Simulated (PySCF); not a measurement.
Species: 3-chlorocyclopentene, C5H7Cl.
SMILES: `Cl[C@H]1C=CCC1`

The closed-shell SCF was solved with PySCF and density fitting under several settings on one GFN2-xTB geometry (grid level 2 and gas phase unless stated).

```
                                                                                                settings  basis functions  SCF cycles     E (Eh)  HOMO (eV)  LUMO (eV)  dipole (D)
                                                                                           PBE0/pcSseg-1              144          14  -654.4965      -7.47      -0.21        2.38
                                                                                          PBE0/def2-SVPD              183          14  -654.2759      -7.48      -0.32        2.41
                                                            BHandHLYP/IGLO-II, energy threshold 1e-06 Eh              187           7  -654.8173      -8.31       1.06        2.17
B97-2/pcSseg-1, IEF-PCM cyclohexane, grid level 3, damping 0.2 at the start, DIIS from the seventh cycle              144          13  -654.8523      -7.18      -0.22        2.68
                                                                        PBE0/6-31G*, IEF-PCM cyclohexane              102          13  -654.5226      -7.18       0.15        2.76
                                                                   HCTH407/pcSseg-1, IEF-PCM cyclohexane              144          14  -654.9422      -6.41      -1.26        2.55
```

Q: Estimate the row for these settings: PBE/6-311+G(2d,p), IEF-PCM benzene, grid level 3, start guess vsap.

A: 
| settings | basis functions | SCF cycles | E (Eh) | HOMO (eV) | LUMO (eV) | dipole (D) |
| --- | --- | --- | --- | --- | --- | --- |
| PBE/6-311+G(2d,p), IEF-PCM benzene, grid level 3, start guess vsap | 212 | 15 | -654.5445 | -6.26 | -1.28 | 2.67 |

Q: Over all rows, what range does the HOMO–LUMO gap span?

A: From 4.98 eV (PBE/6-311+G(2d,p), IEF-PCM benzene, grid level 3, start guess vsap) to 9.37 eV (BHandHLYP/IGLO-II, energy threshold 1e-06 Eh). The functional of the narrowest has no exact exchange, that of the widest 50 % exact exchange.

Q: Compare two rows with the functional PBE0: PBE0/pcSseg-1 and PBE0/def2-SVPD. Which energy is lower, and by how much?

A: PBE0/pcSseg-1 (144 functions) lies 0.2206 Eh or 138 kcal/mol below PBE0/def2-SVPD (183 functions). The smaller set gives the lower energy; the two sets aren't nested, so the variational bound doesn't order them by size.

Cycle counts include a coarse-grid stage where the run had one. All basis functions are spherical, in the Pople sets too. The structure is a single GFN2-xTB conformer; no vibrational corrections.
